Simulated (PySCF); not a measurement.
Static response to an electric field

Compound: C4H7NS.
Numbering: `[CH2:1]=[CH:2]/[N:3]=[CH:4]/[S:5][CH3:6]` (hydrogens: H7, H8 on C1; H9 on C2; H10 on C4; H11, H12, H13 on C6)

Geometry (GFN2-xTB, Å), atoms numbered from 1 in this order:
```xyz
13
C4H7NS angstrom
C     -2.3998   -0.7894   -0.7624
C     -1.5773   -0.4073    0.2086
N     -0.2799   -0.0490   -0.0736
C      0.4995    0.3134    0.8580
S      2.1325    0.7699    0.5448
C      2.1840    0.5441   -1.2525
H     -3.4166   -1.0727   -0.5604
H     -2.0639   -0.8234   -1.7836
H     -1.9058   -0.3677    1.2501
H      0.2394    0.3757    1.9202
H      1.9566   -0.4925   -1.4763
H      3.1845    0.8048   -1.5799
H      1.4425    1.1946   -1.7038
```

Level: B3LYP/def2-SVPD (PySCF), static field, nuclei fixed, core orbitals frozen in the response. The polarisability tensor in these axes (au):

```
x   124.65  23.00  10.35
y    23.00  61.82   6.86
z    10.35   6.86  81.40
```

Task: Diagonalise the tensor; give its mean and Δα, where Δα² is half the sum of the squared differences of the eigenvalues.

Result: Principal values 53.88, 79.14 and 134.86 au; mean 89.29 au = 13.23 Å³ = 14.72 × 10⁻⁴⁰ C²·m²/J; Δα = 71.76 au (80 % of the mean).

Task: What is the dipole moment?

Result: 0.13 D at this geometry.

Task: What are the principal values of the traceless quadrupole moment, Θ = ½Σq(3rr − r²1), about the centre of nuclear charge?

Result: -5.13, -3.46, 8.59 D·Å. The values depend on the origin, since the dipole doesn't vanish. The electronic extent ⟨r²⟩ about the same centre is 940 bohr², a root-mean-square distance of 2.21 Å for the 54 electrons.

Task: Give the principal axes and the span of the nuclei along them.

Result: Largest value along (0.92, 0.31, 0.22), where the nuclei span 6.47 Å; middle along (-0.25, 0.05, 0.97), 4.09 Å; least along (-0.29, 0.95, -0.13), 1.78 Å. The response follows the extents in order.

Task: Sum over states: ᾱ = Σ f/ω², ω in Eh. What share falls to these 8 lowest TDDFT singlets (eV, f)? 4.74, 0.0003; 4.88, 0.5669; 5.34, 0.0000; 5.95, 0.0260; 6.14, 0.0127; 6.26, 0.0013; 6.56, 0.0069; 6.59, 0.0272.

Result: They add up to 19.07 au, 21.4 % of the 89.29 au; the largest single term is 17.66 au, from the state at 4.88 eV. Terms in order: 0.01, 17.66, 0.00, 0.54, 0.25, 0.02, 0.12, 0.46 au. Higher excitations give the rest. The strengths listed sum to 0.641.

Task: What depolarisation ratio follows for Rayleigh scattering of linearly polarised light, taking the static tensor?

Result: ρ = 3Δα²/(45ᾱ² + 4Δα²) = 15449.0/(358797 + 20598.6) = 0.0407.

Task: What molar refraction does this α imply?

Result: Lorentz–Lorenz: R = (4π/3)N_A α = 2.5225 cm³/(mol·Å³) × 13.23 Å³ = 33.4 cm³/mol, in the limit of long wavelengths.

One conformer (not necessarily the lowest) at the GFN2-xTB geometry, without solvent, vibrations or thermal averaging.
